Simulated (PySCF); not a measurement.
Excitations are Tamm–Dancoff values on a coarser integration grid. The basis has no diffuse functions, so Rydberg states are missing or too high.

## CH6Si, SMILES `C[SiH3]` (charge 0, multiplicity 1)

Computed with PBE-D3(BJ)/def2-TZVP // B3LYP-D3(BJ)/def2-TZVP in PySCF.

```
Item                                                                          Value
-------------------------------------------  --------------------------------------
HOMO                                                                       -7.89 eV
dipole moment                                                                0.83 D
HOMO–LUMO gap                                                               7.81 eV
LUMO                                                                       -0.09 eV
S1 excitation (TDA)                                                         8.04 eV
S1 oscillator strength                                                        0.002
brightest of the four lowest singlets (TDA)                                 8.18 eV
T1 excitation (TDA)                                                         7.47 eV
S1–T1 gap (TDA)                                                             0.58 eV
total energy                                                           -331.0111 Ha
cost                                         about 80 core-seconds (a rough figure)
```

```xyz
8

C     -0.9858    -0.0685     0.0240
Si     0.8855     0.0615    -0.0216
H     -1.2993    -0.9923     0.5135
H     -1.4003    -0.0632    -0.9857
H     -1.4202     0.7692     0.5725
H      1.4435     0.0538     1.3529
H      1.4706    -1.0791    -0.7680
H      1.3060     1.3186    -0.6877
```
Charge 0, spin multiplicity 1.
